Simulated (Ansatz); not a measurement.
Rock-salt ZrC, treated with PBEsol-D3(BJ) (Ansatz, a quantum-chemistry and plane-wave program, PAW).

Numerical settings: plane-wave cutoff 520 eV, 20×20×20 k mesh, Fermi–Dirac smearing 0.05 eV, scalar-relativistic PAW data made under PBE.

Pressure at four volumes; x = ln(V/12.447 Å³). One pressure is withheld.

| V (Å³/atom) | x | P (GPa) |
|---|---|---|
| 11.700 | -0.0619 | ? |
| 11.949 | -0.0408 | 10.95 |
| 12.447 | 0.0000 | 0.00 |
| 13.194 | 0.0583 | -12.81 |

**Question.** Pass a parabola P(x) through the three rows shown, estimate the bulk modulus and its pressure derivative near zero pressure, and predict the withheld pressure.

**Answer.** Slopes between the rows: (0.00 − (10.95))/(0.0000 − (-0.0408)) = -268.38 and (-12.81 − (0.00))/(0.0583 − (0.0000)) = -219.73 GPa. Their difference over the span 0.0991 is c = 48.65/0.0991 = 490.9 GPa, so P(x) = 10.95 + (-268.38)(x − (-0.0408)) + 490.9 (x − (-0.0408))(x − (0.0000)). At the middle row B = −dP/dx = −[-268.38 + 490.9 × 0.0408] = 248.4 GPa, and B′ = dB/dP = 2c/B = 4.0. At x = -0.0619 the parabola gives 17.25 GPa; the run gives 17.30 GPa. The Birch–Murnaghan fit to the energies at all volumes has B0 = 247 GPa and B′ = 4.0.

Measured, for comparison: bulk modulus 223 GPa (temperature not stated, no zero-point or thermal correction, from single-crystal elastic constants, our sources range from 208 to 223; as tabulated in arXiv:1102.4063). Computed (rounded) less measured: bulk modulus +11 % (+11 % to +19 % over the range).
